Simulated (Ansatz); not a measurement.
Results of PBE in Ansatz (plane waves, PAW) for fcc Ir.

Numerical settings: plane-wave cutoff 520 eV, 24×24×24 k mesh, Fermi–Dirac smearing 0.05 eV, no spin polarisation, scalar-relativistic PAW data made under PBE.

Pressure at four volumes; x = ln(V/14.499 Å³). One pressure is withheld.

| V (Å³/atom) | x | P (GPa) |
|---|---|---|
| 13.629 | -0.0619 | ? |
| 13.919 | -0.0408 | 15.70 |
| 14.499 | 0.0000 | -0.04 |
| 15.369 | 0.0583 | -17.47 |

Q: Pass a parabola P(x) through the three rows shown, estimate the bulk modulus and its pressure derivative near zero pressure, and predict the withheld pressure.

A: Slopes between the rows: (-0.04 − (15.70))/(0.0000 − (-0.0408)) = -385.78 and (-17.47 − (-0.04))/(0.0583 − (0.0000)) = -298.97 GPa. Their difference over the span 0.0991 is c = 86.81/0.0991 = 876.0 GPa, so P(x) = 15.70 + (-385.78)(x − (-0.0408)) + 876.0 (x − (-0.0408))(x − (0.0000)). At the middle row B = −dP/dx = −[-385.78 + 876.0 × 0.0408] = 350.0 GPa, and B′ = dB/dP = 2c/B = 5.0. At x = -0.0619 the parabola gives 24.98 GPa; the run gives 25.11 GPa. The Birch–Murnaghan fit to the energies at all volumes has B0 = 347 GPa and B′ = 5.1.

Measured, for comparison: bulk modulus 365 GPa (corrected for temperature and zero-point phonon effects; as tabulated in Levämäki et al. (2014), arXiv:1402.3671). Computed less measured: bulk modulus -4.9 %.

Spin–orbit coupling is not included.

Ansatz is an electronic-structure program.
